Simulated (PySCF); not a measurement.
A GIAO shielding run with PySCF (density fitting, non-relativistic, gas phase) on `CC#P`, C₂H₃P:

```
$ OMP_NUM_THREADS=1 python probes_run.py task.json out

{"job": {"kind": "nmr", "xc": "PBE0", "basis": "pcSseg-0", "pop": true}, "charge": 0, "multiplicity": 1}
C     -0.622202    -0.072896     0.011808
C      0.830602    -0.049784    -0.002504
P      2.377535    -0.022202    -0.022697
H     -1.018222    -0.576781    -0.884993
H     -1.000981    -0.610157     0.896677
H     -1.033592     0.949703     0.035195
```

Hardware: 1 thread of an Arm Neoverse V1, shared host. The job also computes population analyses, field gradients.

(1) How large is the calculation?

(2) How long does it take, and how much memory does it need?

(3) And these other runs on the same molecule and hardware: GIAO shielding at PBE0/IGLO-III; GIAO shielding at PBE0/aug-cc-pVDZ; GIAO shielding at PBE0/cc-pVDZ; GIAO shielding at PBE0/cc-pVTZ; GIAO shielding at PBE0/pcSseg-3?

## Answers

(1) 30 electrons, 37 basis functions and 360 auxiliary functions.

(2) 1.9 s of wall time, with 12 SCF cycles and 4 response iterations; peak memory 0.29 GiB. Times on a shared host scatter by some tens of per cent.

(3) PBE0/IGLO-III: 144 functions, 7.8 s; PBE0/aug-cc-pVDZ: 100 functions, 4.6 s; PBE0/cc-pVDZ: 61 functions, 3 s; PBE0/cc-pVTZ: 136 functions, 8.9 s; PBE0/pcSseg-3: 319 functions, 44 s.
